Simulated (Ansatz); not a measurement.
Nitrogen, N₂: measurement beside calculation (Ansatz, PBE0-D4/def2-TZVP geometry).

```xyz
2

N    -0.0747   -0.0343    0.5385
N     0.0747    0.0343   -0.5385
```

Measured: 2331 cm⁻¹ (N-N stretching, Raman, Raman spectroscopy); 2359 cm⁻¹ (N-N stretch); 2332 cm⁻¹ (N-N stretch fundamental, Q-branch, micro-Raman spectroscopy, 2.41 eV excitation); 1432.907215 ± 1.1e-05 cm⁻¹ (N-N stretch fundamental (v=1 minus v=0), A 3Sigma_u+ state, Fourier transform emission spectroscopy, Hamiltonian fit); 2326 cm⁻¹ (N-N stretching, Raman spectroscopy, 532 nm); 2330 cm⁻¹ (N-N stretch of free N2); 2331 cm⁻¹ (N-N stretch fundamental, Raman, Raman spectroscopy); 2331 cm⁻¹ (N-N stretch, ground state, Raman scattering, 532 nm); 2331 cm⁻¹ (N-N stretch of 14N2, Raman fundamental, Raman). Source: Spectroscopic characterization of graphene films grown on Pt (111) surface by chemical vapor deposition of ethylene, 2013 (arxiv:1304.2494); The Adsorption of Atomic Nitrogen on Ru(0001): Geometry and Energetics, 1996 (arxiv:cond-mat/9612024); Nano-Raman spectroscopy of silicon surfaces, 2010 (arxiv:1002.2692); The spectrum of N$_2$ from 4,500 to 15,700 cm$^{-1}$ revisited with PGOPHER, 2019 (arxiv:1905.02528); Phase transitions in natural C-O-H-N-S fluid inclusions - implications for gas mixtures and the behavior of solid H2S at low temperatures, 2021 (pmc:8633383); Octa-coordinated alkaline earth metal–dinitrogen complexes M(N2)8 (M=Ca, Sr, Ba), 2019 (pmc:6662891); Deposition of thin silicon layers on transferred large area CVD graphene, 2014 (arxiv:1401.0416); Ultraviolet luminescence of polycyclic aromatic hydrocarbons in partially consolidated sol-gel silica glasses, 2021 (arxiv:2109.01698); N2 as an Efficient IR Probe Molecule for the Investigation of Ceria-Containing Materials, 2024 (pmc:11314509).

Harmonic PBE0-D4 wavenumbers (cm⁻¹, unscaled): 2484. Fundamentals include anharmonicity and usually lie a few per cent under these; harmonic values from spectra compare directly.

Enthalpy of formation at 298 K: 0.0 kcal/mol (zero for an element's reference state; older measured values of the G2 set, as listed by Staroverov and co-workers, J. Chem. Phys. 119, 12129, 2003). With their computed zero-point and thermal terms and the atoms' enthalpies of Curtiss and co-workers (1997) it gives an electronic atomization energy of 228.5 kcal/mol.

| level | atomization (kcal/mol) | error | error per bond |
| --- | --- | --- | --- |
| LDA (SPW92) | 267.2 | 38.7 | 38.7 |
| PBE-D4 | 243.2 | 14.7 | 14.7 |
| revPBE-D4 | 234.4 | 5.9 | 5.9 |
| BLYP-D4 | 240.2 | 11.7 | 11.7 |
| r2SCAN-D4 | 219.7 | -8.8 | -8.8 |
| B97M-V | 224.4 | -4.1 | -4.1 |
| PBE0-D4 | 225.2 | -3.2 | -3.2 |
| B3LYP-D4 | 229.6 | 1.1 | 1.1 |
| r2SCANh-D4 | 214.4 | -14.0 | -14.0 |
| r2SCAN0-D4 | 206.7 | -21.8 | -21.8 |
| HSE06-D4 | 225.5 | -2.9 | -2.9 |
| BHLYP-D4 | 207.6 | -20.9 | -20.9 |
| CAM-B3LYP-D4 | 228.7 | 0.2 | 0.2 |
| ωB97X-V | 230.5 | 2.0 | 2.0 |
| ωB97M-V | 230.1 | 1.7 | 1.7 |
| B2PLYP | 228.6 | 0.1 | 0.1 |
| PBE-QIDH | 219.2 | -9.3 | -9.3 |
| PBE | 243.0 | 14.5 | 14.5 |
| revPBE | 233.5 | 5.0 | 5.0 |
| BLYP | 239.7 | 11.2 | 11.2 |
| r2SCAN | 219.7 | -8.8 | -8.8 |
| PBE0 | 225.1 | -3.4 | -3.4 |
| B3LYP | 229.2 | 0.8 | 0.8 |
| r2SCANh | 214.4 | -14.1 | -14.1 |
| r2SCAN0 | 206.6 | -21.9 | -21.9 |
| HSE06 | 225.4 | -3.1 | -3.1 |
| BHLYP | 207.4 | -21.1 | -21.1 |
| CAM-B3LYP | 228.5 | 0.0 | 0.0 |
| LC-ωPBE | 227.2 | -1.3 | -1.3 |
| RPA@PBE/def2-TZVPP | 216.2 | -12.2 | -12.2 |
| HF/def2-TZVPP | 115.5 | -113.0 | -113.0 |
| MP2/def2-TZVPP | 228.7 | 0.2 | 0.2 |
| SCS-MP2/def2-TZVPP | 231.2 | 2.7 | 2.7 |
| CCSD/def2-TZVPP | 208.0 | -20.4 | -20.4 |
| CCSD(T)/def2-TZVPP | 216.5 | -12.0 | -12.0 |
| HF/def2-QZVPP | 116.1 | -112.4 | -112.4 |
| MP2/def2-QZVPP | 234.6 | 6.1 | 6.1 |
| SCS-MP2/def2-QZVPP | 238.6 | 10.1 | 10.1 |
| CCSD/def2-QZVPP | 213.4 | -15.1 | -15.1 |
| CCSD(T)/def2-QZVPP | 222.3 | -6.1 | -6.1 |
| HF/CBS(def2) | 116.2 | -112.3 | -112.3 |
| MP2/CBS(def2) | 238.6 | 10.2 | 10.2 |
| CCSD/CBS(def2) | 217.0 | -11.5 | -11.5 |
| CCSD(T)/CBS(def2) | 226.3 | -2.2 | -2.2 |

Functionals use def2-TZVPP; B3LYP here is the variant with VWN-RPA as its local correlation; programs differ in this. The calculations leave out spin–orbit coupling, scalar relativity and, for the correlated methods, core correlation; together these are worth up to about 1 kcal/mol a heavy atom. HSE06 is defined as in plane-wave codes. CBS extrapolates def2-TZVPP and def2-QZVPP. T1 = 0.013.
